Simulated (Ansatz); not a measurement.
Basis-set extrapolation for `CN=CC(C)=N` (PBE0-D4/def2-TZVP geometry, frozen core, Ansatz 0.2.0). Multiplicity 1, RHF reference.

|  | def2-TZVPP | def2-QZVPP |
| --- | --- | --- |
| HF | -265.100026 | -265.112225 |
| MP2 correlation | -1.065683 | -1.135519 |
| CCSD(T) correlation | -1.157597 | not run |

Energies in hartree. Use E(X) = E(∞) + A·exp(−7.88·√X) for Hartree–Fock and E(X) = E(∞) + B·X^(−2.97) for correlation, with X = 3 and 4, and add CCSD(T) minus MP2 of the smaller set to the MP2 limit.

**Question.** What is the CCSD(T) energy at the basis-set limit?

**Answer.** HF limit: -265.112225 + (-0.012199) × 0.13774 = -265.11391. MP2 limit: -1.135519 + (-0.069836) × 0.74074 = -1.18725. Higher-order term: -1.157597 − (-1.065683) = -0.09191. Total: -266.39307 hartree, 355.6 kJ/mol below CCSD(T)/def2-TZVPP.
